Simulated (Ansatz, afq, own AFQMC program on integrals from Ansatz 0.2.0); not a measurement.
Two steps: Ansatz 0.2.0 writes the Fock matrix and Cholesky factors of the valence space, and afq projects on them the lowest state that overlaps trial and start.

```yaml
crystal:
  periodic: [false, false, false]
  atoms:
    - {symbol: Si, position_ang: [0.000000, 0.000000, 0.595671]}
    - {symbol: C, position_ang: [0.000000, 0.000000, -1.106259]}
    - {symbol: H, position_ang: [0.000000, -0.909276, -1.707827]}
    - {symbol: H, position_ang: [0.000000, 0.909276, -1.707827]}
basis:
  gaussian: {orbitals: cc-pVDZ}
total_charge: 1
magnetization: {spin_polarized: true, initial_magnetization: 1}
correlation: {method: ccsd_t, electrons: outside_noble_gas, hamiltonian_folder: ham}
```

```sh
$ ansatz run in.yaml --threads 1 --pin off --events-out ev --progress --plain --max-ram 1843MiB
```

Options of the walk:

```
--method phaseless --trial hf --walkers 120 --populations 1 --least-time 40 --time-step 0.005 --steps-per-block 20 --equilibration-blocks 112 --max-blocks 600 --target-error 0.00108 --factor-cut 1e-05 --start spin_pure --seed 4351 --taylor-order 6
```

Times are imaginary, in 1/Eh. The walk had a cap of 1011 s.

```
orbitals 36  electrons 5 4  factors 279 of 404
reference energy -327.60485365 Eh
CCSD correlation -0.20200126 Eh in 10 cycles, weight of the determinant in the CISD state 0.8885
energy of the start -327.604998 Eh
 block  time / (1/Eh)  mean weight  energy / Eh
     1     0.100  1.0017  -327.644622
     2     0.200  1.0019  -327.683316
     3     0.300  1.0002  -327.702903
     4     0.400  1.0010  -327.723874
     5     0.500  1.0016  -327.741770
     8     0.800  0.9990  -327.767207
    18     1.800  0.9994  -327.791702
    69     6.900  0.9993  -327.821199
   120    12.000  0.9997  -327.833911
   171    17.100  0.9990  -327.797535
   222    22.200  1.0013  -327.817398
   273    27.300  0.9992  -327.787234
   324    32.400  0.9998  -327.824846
   375    37.500  0.9996  -327.805450
   426    42.600  1.0019  -327.808310
   477    47.700  1.0007  -327.805279
   528    52.800  1.0004  -327.822238
   579    57.900  0.9998  -327.784104
   630    63.000  1.0019  -327.920099
   681    68.100  1.0001  -327.816671
   698    69.800  0.9988  -327.817493
blocks merged  error / Eh  count
     1  0.000626  600
     2  0.000830  300
     4  0.001062  150
     8  0.001316  75
    16  0.001630  37
    32  0.001963  18
    64  0.002407  9
energy -327.812307 +/- 0.001963 Eh
(rows thinned)
```

Estimate how long the walk took on 1 thread of Arm Neoverse V1, on a shared host.

4 min of wall time.

The run passed its tests (sampling time, drift between the halves within three errors, error under three times the target), which doesn't prove that it has relaxed.

Against this walk (error 53.4 meV) on the same determinant: CCSD(T) 5.2 meV higher (within the noise), CCSDT(Q) 28.0 meV lower (within the noise), a separate phaseless walk with a CISD trial and standard settings 17.9 ± 54.2 meV lower (within the noise). The error is statistical and leaves out the bias of the constraint.

Cautions: constraint bias not in the error; error above the target (53.4 against 29.4 meV).

CCSDT and higher add their correlation energy to the determinant of the CCSD(T) run, since their own runs factorise the integrals more tightly (a shift of under 2 meV). A walk keeps the symmetry of its determinant, which the program's search chose and which needn't be the lowest solution, so a lower state of the same spin and another symmetry isn't excluded.
